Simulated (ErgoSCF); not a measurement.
# NH3 (ammonia): SPZ81/aug-cc-pCVDZ

What is the energy difference between two shapes of NH3 (ammonia) at SPZ81/aug-cc-pCVDZ? 

Program for the calculation: ErgoSCF 3.8.

3 further runs of the same task are left out: 3 set aside as unsound or not needed.

### 1 Starting point

NH3 has 4 atoms, charge 0, and is taken as a singlet. As SMILES, `N`. The coordinates come from a GFN2-xTB relaxation.

Bond lengths: N1–H2 1.013 Å, N1–H3 1.013 Å, N1–H4 1.013 Å. Angles: H2–N1–H3 107.7°, H2–N1–H4 107.7°, H3–N1–H4 107.7°.

### 2 The energy at SPZ81/aug-cc-pCVDZ

The input, molecule.xyz:

```xyz
4
H3N
N     -0.068160     0.242830     0.108060
H      0.491930    -0.300470     0.753380
H     -0.891960    -0.300620    -0.118350
H      0.468190     0.358250    -0.743090
```

Started as:

```sh
ergo -m molecule.xyz -e 'set_nthreads("env")' -e 'scf.output_mulliken_pop = 1' -e 'tmpdir = "."' -e 'basis = "aug-cc-pCVDZ"' -e 'charge = 0' -e 'scf.max_number_of_iterations = 80' -e 'run "Combine slater=1 pz81=1"'
```

What it wrote:

```text
[...]
INDF Weighted mixed functional:
[...]
INSC Energy   1 =         -6.26202141768
[...]
INDE PURIFICATION CONVERGED after 28 iterations
[...]
INDE PURIFICATION CONVERGED after 51 iterations
[...]
INDE PURIFICATION CONVERGED after 35 iterations
[...]
INDE PURIFICATION CONVERGED after 35 iterations
[...]
INDE E(LUMO) - E(HOMO) <=          0.24721080916 =          6.72694884449 eV
[...]
INSC Energy  13 =        -56.08435575538  ( diff     -0.000000000000227 )
[...]
RESC CONVERGED after  13 iterations.
RESC FINAL ENERGY:        -56.08435575538
[...]
INSC SCF: dipole_moment_x [atomic units] =       0.14450843
INSC SCF: dipole_moment_y [atomic units] =      -0.51529142
INSC SCF: dipole_moment_z [atomic units] =      -0.22922244
[...]
```

Wall time 2.6 s (1 thread of Arm Neoverse V2, shared host); peak memory 0.26 GiB.

### 3 The distorted shape

The input, geom.xyz:

```xyz
4
H3N
N     -0.068322     0.253646     0.126556
H      0.491041    -0.329500     0.784446
H     -0.911771    -0.269179    -0.146469
H      0.471468     0.342566    -0.752002
```

Started as:

```sh
ergo -m geom.xyz -e 'set_nthreads(1)' -e 'basis = "aug-cc-pCVDZ"' -e 'scf.output_mulliken_pop = 1' -e 'scf.max_number_of_iterations = 80' -e 'tmpdir = "."' -e 'run "Combine slater=1 pz81=1"'
```

What it wrote:

```text
[...]
INDF Weighted mixed functional:
[...]
INSC Energy   1 =         -6.26400751409
[...]
INDE PURIFICATION CONVERGED after 28 iterations
[...]
INDE PURIFICATION CONVERGED after 51 iterations
[...]
INDE PURIFICATION CONVERGED after 35 iterations
[...]
INDE PURIFICATION CONVERGED after 35 iterations
[...]
INDE E(LUMO) - E(HOMO) <=          0.27130673155 =          7.38263229861 eV
[...]
INSC Energy  13 =        -56.08443496088  ( diff     -0.000000000000568 )
[...]
RESC CONVERGED after  13 iterations.
RESC FINAL ENERGY:        -56.08443496088
[...]
INSC SCF: dipole_moment_x [atomic units] =       0.13059695
INSC SCF: dipole_moment_y [atomic units] =      -0.52408740
INSC SCF: dipole_moment_z [atomic units] =      -0.24457465
[...]
```

Run time: 2.6 s. Hardware: 1 thread of Arm Neoverse V2, shared host; peak memory 0.26 GiB.

### 4 Summary of results

Level: SPZ81/aug-cc-pCVDZ.

```
                              quantity         value
             first shape: total energy  -56.08436 Eh
            first shape: dipole moment        1.48 D
         distorted shape: total energy  -56.08443 Eh
        distorted shape: dipole moment        1.51 D
energy change with the atoms displaced     -0.002 eV
```

In words: With the atoms displaced the energy falls by 0.00 eV (0.0 kcal/mol). The first shape isn't relaxed at this level, so the change isn't measured from a minimum.
